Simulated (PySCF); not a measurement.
Mapped SMILES: `[CH3:1][CH2:2][C:3]([CH3:4])=[O:5]`; H(Xn) means a hydrogen on atom n.

Geometry: PBE0-D3(BJ)/def2-TZVP; GIAO shifts from PySCF 2.14, gas phase, non-relativistic, averaged over equivalent atoms.

At PBE0/pcSseg-2 (292 basis functions):
```json
{"atoms": "C3", "δ (ppm)": "219.3"}
{"atoms": "C2", "δ (ppm)": "40.2"}
{"atoms": "C4", "δ (ppm)": "31.4"}
{"atoms": "C1", "δ (ppm)": "9.0"}
{"atoms": "O5", "δ (ppm)": "660.2"}
{"atoms": "H(C2)", "δ (ppm)": "2.47"}
{"atoms": "H(C4)", "δ (ppm)": "2.09"}
{"atoms": "H(C1)", "δ (ppm)": "0.95"}
```

Referencing at the same level of theory: TMS for $^{13}$C (σref 186.03) and $^{1}$H (σref 31.52); $^{17}$O (σref 329.54) vs H2O.

Q: What do these become at wB97X-D/pcSseg-2?

A: 
```
atoms  δ at wB97X-D/pcSseg-2  change
   C3                  221.0    +1.7
   C2                   40.4    +0.2
   C4                   32.0    +0.6
   C1                    9.3    +0.3
   O5                  659.2    -1.0
H(C2)                   2.42   -0.05
H(C4)                   2.09   +0.00
H(C1)                   0.97   +0.02
```

Chemical shifts δ = σref − σ; $^{13}$C (σ = 186.29 ppm) and $^{1}$H (σ = 31.63 ppm) vs TMS; H2O for $^{17}$O (σ = 328.24 ppm), all at this level.

The largest change is at C3 (ketone carbonyl carbon). Cost: 292 basis functions. The order of the carbon signals is the same at both levels.

Unscaled 17O shifts of doubly bonded oxygen tend to come out too high, by tens of ppm or more. Experimental scales use liquid or dissolved standards, which lie at an offset from isolated H2O (liquid H2O: subtract about 36 ppm).
